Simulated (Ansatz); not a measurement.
**Other spins and charges of O–CH₂, singlet at one geometry**

Geometry (PBE0/def2-TZVP stationary point for this spin, not checked as a minimum):

```xyz
4

O     0.0000    0.0000    0.5979
C     0.0000    0.0000   -0.5975
H     0.0000   -0.9400   -1.1855
H     0.0000    0.9400   -1.1855
```

Basis cc-pVDZ; Ansatz 0.2.0. Correlated methods freeze the noble-gas cores. Prefix R: restricted or restricted open-shell reference; prefix U: unrestricted. Active spaces: valence = (12e, 10o) chosen from the atoms' valence shells.

Gaps are energies of the second state less the first, at fixed atoms, for a selection of the levels run; each method lands on the state that its own search finds for that charge and spin.

Removing an electron, to the doublet: 10.429 eV at UCCSDT(Q).

```
                   level  gap (eV)  error (meV)
                     RHF     9.568         -861
                    UMP2    10.845          416
                   RCCSD    10.420           -9
                   UCCSD    10.415          -14
                RCCSD(T)    10.437            8
  NEVPT2 (valence space)    10.306         -123
MRCISD+Q (valence space)    10.434            5
                  r2SCAN    10.518           89
                 wB97M-V    10.636          207
                  B2PLYP    10.603          174
```

Task: PBE gives 3.401 eV for triplet less singlet. Estimate what UCCSDT(Q) gives in cc-pVDZ.

Result: UCCSDT(Q) in cc-pVDZ gives 3.739 eV, so against it PBE is off by -0.338 eV.

| level | gap (eV) | error (meV) |
| --- | --- | --- |
| RHF | 2.906 | -833 |
| UHF | 2.659 | -1080 |
| RMP2 | 4.016 | 277 |
| UMP2 | 4.043 | 304 |
| CISD | 3.561 | -178 |
| RCCSD | 3.660 | -79 |
| UCCSD | 3.653 | -86 |
| RCCSD(T) | 3.734 | -5 |
| UCCSD(T) | 3.733 | -6 |
| BCCD(T) | 3.732 | -7 |
| RCCSDT | 3.727 | -12 |
| UCCSDT | 3.726 | -13 |
| RCCSDT(Q) | 3.740 | 1 |
| CASSCF (valence space) | 4.302 | 563 |
| NEVPT2 (valence space) | 3.815 | 76 |
| MRCISD (valence space) | 3.832 | 93 |
| MRCISD+Q (valence space) | 3.767 | 28 |
| r2SCAN | 3.212 | -527 |
| PBE0 | 3.317 | -422 |
| B3LYP | 3.404 | -335 |
| wB97M-V | 3.563 | -176 |
| B2PLYP | 3.595 | -144 |
| RPA-PBE | 3.747 | 8 |

In so small a basis the reference is far from its limit while semilocal and hybrid functionals are nearer theirs (RPA and double hybrids share much of the reference's basis error), so the functionals' errors here hold much of the reference's basis and frozen-core error, which can add to them or hide them.

Full CI isn't at hand for all of this; UCCSDT(Q) serves as the reference, and is uncertain by about the last step of the cluster series. The frozen core follows each run's orbitals, which can shift R against U totals by a few meV.
